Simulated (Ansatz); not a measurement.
## Ansatz (development build ahead of 0.2.0) run

```yaml
crystal:
  periodic: [false, false, false]
  atoms:
    - { symbol: C, position_ang: [1.07523, 0.0, 0.12739] }
    - { symbol: C, position_ang: [0.0, 1.07523, -0.12739] }
    - { symbol: C, position_ang: [-1.07523, 0.0, 0.12739] }
    - { symbol: C, position_ang: [0.0, -1.07523, -0.12739] }
    - { symbol: H, position_ang: [1.40438, 0.0, 1.1786] }
    - { symbol: H, position_ang: [1.97108, 0.0, -0.51247] }
    - { symbol: H, position_ang: [0.0, 1.40438, -1.1786] }
    - { symbol: H, position_ang: [0.0, 1.97108, 0.51247] }
    - { symbol: H, position_ang: [-1.97108, 0.0, -0.51247] }
    - { symbol: H, position_ang: [-1.40438, 0.0, 1.1786] }
    - { symbol: H, position_ang: [0.0, -1.97108, 0.51247] }
    - { symbol: H, position_ang: [0.0, -1.40438, -1.1786] }
basis:
  gaussian: { orbitals: def2-TZVP }
hamiltonian:
  xc: hf
correlation:
  method: mp2
  frozen_orbitals: { C: 1, H: 0 }
```

The input is written out in the form of the current development build from the run's settings.

Results

```
Converged                       : yes
Reference energy                : -156.15030 hartree
Correlation energy              : -0.66924 hartree
Total energy                    : -156.81954 hartree
Spin squared of the determinant : 0.000
```
